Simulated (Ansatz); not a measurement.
```yaml
crystal:
  periodic: [false, false, false]
  atoms:
    - {symbol: Cl, position_ang: [-1.553070, -0.061699, -0.000596]}
    - {symbol: Si, position_ang: [0.166329, 1.761229, 0.008343]}
    - {symbol: Ga, position_ang: [0.735869, -0.718508, -0.003246]}
    - {symbol: H, position_ang: [-0.910217, 2.796735, 0.013018]}
basis:
  gaussian: {orbitals: def2-TZVP}
magnetization: {spin_polarized: true, initial_magnetization: 1}
hamiltonian: {xc: pbe0}
relax: {f_tol: 0.004, max_steps: 80}
```

```sh
$ ansatz run in.yaml --threads 1 --pin off --events-out ev --progress --plain --max-ram 2176MiB
```

Steps of the relaxation (energy above the last step; positions in Å, forces in eV/Å):

```
4
step 1, 322.1 meV
Cl   -1.553   -0.062   -0.001    0.148    0.781    0.004
Si    0.166    1.761    0.008   -0.523   -0.540   -0.003
Ga    0.736   -0.719   -0.003    0.544   -0.433   -0.002
H    -0.910    2.797    0.013   -0.170    0.193    0.001
```

```
4
step 2, 194.6 meV
Cl   -1.521    0.014    0.000   -0.063    0.492    0.002
Si    0.115    1.731    0.008   -0.332   -0.534   -0.003
Ga    0.777   -0.778   -0.004    0.393   -0.015    0.000
H    -0.932    2.811    0.013    0.002    0.057    0.000
```

```
4
step 3, 105.0 meV
Cl   -1.555    0.134    0.000   -0.435   -0.293   -0.001
Si    0.029    1.634    0.008    0.104   -0.013    0.000
Ga    0.890   -0.802   -0.004    0.067    0.346    0.002
H    -0.925    2.812    0.013    0.264   -0.040    0.000
```

```
4
step 5, 47.2 meV
Cl   -1.645    0.101    0.000   -0.160    0.009    0.000
Si   -0.037    1.566    0.007    0.013    0.026    0.000
Ga    0.957   -0.735   -0.003    0.082    0.064    0.000
H    -0.837    2.846    0.013    0.065   -0.099    0.000
```

```
4
step 8, 26.8 meV
Cl   -1.839    0.178    0.000   -0.065   -0.017    0.000
Si   -0.142    1.447    0.007    0.036    0.054    0.000
Ga    1.156   -0.676   -0.003    0.015    0.011    0.000
H    -0.737    2.829    0.013    0.015   -0.048    0.000
```

```
4
step 9, 20.1 meV
Cl   -2.018    0.255    0.001   -0.159   -0.007    0.000
Si   -0.235    1.343    0.006    0.157    0.193    0.001
Ga    1.340   -0.623   -0.003   -0.021    0.078    0.000
H    -0.648    2.803    0.013    0.022   -0.264   -0.001
```

```
4
step 11, 13.1 meV
Cl   -2.091    0.299    0.001    0.051    0.057    0.000
Si   -0.251    1.305    0.006   -0.100    0.134    0.001
Ga    1.410   -0.600   -0.003   -0.021    0.062    0.000
H    -0.629    2.774    0.013    0.070   -0.252   -0.001
```

```
4
step 15, 0.2 meV
Cl   -2.271    0.414    0.002    0.000   -0.001    0.000
Si   -0.337    1.181    0.006    0.006    0.013    0.000
Ga    1.578   -0.488   -0.002   -0.016    0.018    0.000
H    -0.531    2.671    0.012    0.010   -0.030    0.000
```

```
4
step 18, 0.0 meV
Cl   -2.283    0.421    0.002    0.001    0.001    0.000
Si   -0.343    1.171    0.005    0.000    0.000    0.000
Ga    1.586   -0.475   -0.002    0.000    0.000    0.000
H    -0.521    2.661    0.012   -0.001   -0.002    0.000
```

Close pairs at the end: Si2–H4 1.501 Å, Cl1–Si2 2.080 Å, Si2–Ga3 2.536 Å.

A stationary point of unrestricted PBE0 after 18 steps, with ⟨S²⟩ = 0.759 against 0.75 for a pure state; no frequencies were run, so it isn't proven a minimum. 2.6 min on 1 thread of Arm Neoverse V1, shared host.
